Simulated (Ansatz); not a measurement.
# SnH⁺, singlet: the ladder up to full CI

Geometry: a PBE0/def2-TZVP stationary point for this spin.

```xyz
2

Sn    0.0000    0.0000    0.0000
H     0.0000    0.0000    1.7602
```

Basis def2-TZVPP with its core potentials; Ansatz 0.2.0. Correlated methods freeze the noble-gas cores and the filled d shells of p-block atoms, which leaves 4 electrons in 55 orbitals. Prefix R: restricted or restricted open-shell reference. Active spaces: valence = (4e, 5o) chosen from the atoms' valence shells. No spin–orbit coupling is included; scalar relativity enters through the core potentials alone.

Full CI is exact within this basis and frozen core; it isn't the basis-set limit.

```
UHF ⟨S²⟩                          : 0.000
T1 diagnostic (RCCSD)             : 0.0104
largest doubles amplitude (RCCSD) : 0.073
```

```tsv
level	E − E(full CI) (meV)	share of correlation (%)	wall time
RHF	2123	0.00	–
RMP2	527	75.20	–
CISD	89	95.82	1.4 s
RCCSD	40	98.13	–
RCCSD(T)	9	99.60	2 s
BCCD(T)	9	99.60	0.96 s
RCCSDT	1	99.94	–
RCCSDT(Q)	0	99.99	3.9 s
CASSCF (valence space)	949	55.31	–
NEVPT2 (valence space)	288	86.45	1.7 s
MRCISD (valence space)	22	98.97	–
MRCISD+Q (valence space)	2	99.90	2.2 s
```

The correlation energy at full CI, counted from RHF, is -2.123 eV. That run took 3.8 s on 1 thread of Arm Neoverse V2, shared host over 563,143 determinants.

Times hold each run's SCF and search for its determinant on a shared host, so for small cases they say little of a method's own cost; they ran on 1 thread of Arm Neoverse V2.

The full-CI state has the irrep A1 of C2v, in the program's axes (one component, if the state is degenerate).

Natural occupations of full CI about the gap: 1.949 1.908 0.036 0.036 0.036 0.008 0.008 0.005 0.004 0.002; effectively unpaired electrons, Σ n²(2−n)², 0.06.
